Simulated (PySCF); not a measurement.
Bonds (- single, = double, # triple, : aromatic): C1-C2 1.522 Å, C2-C3 1.521 Å, C3-N4 1.358 Å, C3=O5 1.208 Å. C1 carries H6, H7, H8; C2 carries H9, H10; N4 carries H11, H12. H12 is cis to the C=O or C=S heteroatom; H11 is trans to the C=O or C=S heteroatom.

Theory: σ from GIAO-PBE0/pcSseg-1, GFN2-xTB structure, in PySCF 2.14 (in vacuum, no relativistic terms, fast rotation and ring inversion assumed for equivalent nuclei, one computed conformer).

δ = σ(ref) − σ, references computed at the same level: 13C, 1H against TMS; 15N against NH3; 17O against H2O.

```tsv
atoms	nucleus	count	δ (ppm)
H9/H10	1H	2	2.05
N4	15N	1	113.2
O5	17O	1	?
C1	13C	1	?
H11	1H	1	4.65
H6/H7/H8	1H	3	1.12
H12	1H	1	4.52
C3	13C	1	172.9
C2	13C	1	?
```

Problem. Estimate the values marked ?.

Solution. 
- C2: 29.4 ppm, sp3 CH2 α to a carbonyl; α to the electron-withdrawing carbonyl group
- C1: 10.2 ppm, methyl carbon; saturated and bonded to C and H only
- O5: 419.3 ppm, amide-type carbonyl oxygen

OH and NH positions are those of a molecule without intermolecular hydrogen bonds; in solution they move with solvent, concentration and temperature, and exchange usually removes their couplings. Rotation about the amide-type C–N bond is slow at room temperature, so the two groups on nitrogen are listed apart. Shifts are as computed. Against solution values, carbons near 30 ppm lie about +3 ppm off and those near 130 ppm about +5 ppm. Of 1211 compounds with measured shifts, 218 miss one by over three times the rms of a fit or turn the order of signals round; such compounds aren't used in these exercises. Hydrogen bonding in solution shields acid and N–H amide carbonyl oxygens by tens of ppm. The C=O carbon of an acid or of an amide with N–H lies up to 10 ppm further downfield in solution, through hydrogen bonding that the calculation lacks. Unscaled 17O shifts of doubly bonded oxygen tend to come out too high, by tens of ppm or more. Experimental scales use liquid or dissolved standards, which lie at an offset from isolated NH3 (liquid NH3: subtract about 20 ppm) and H2O (liquid H2O: subtract about 36 ppm).
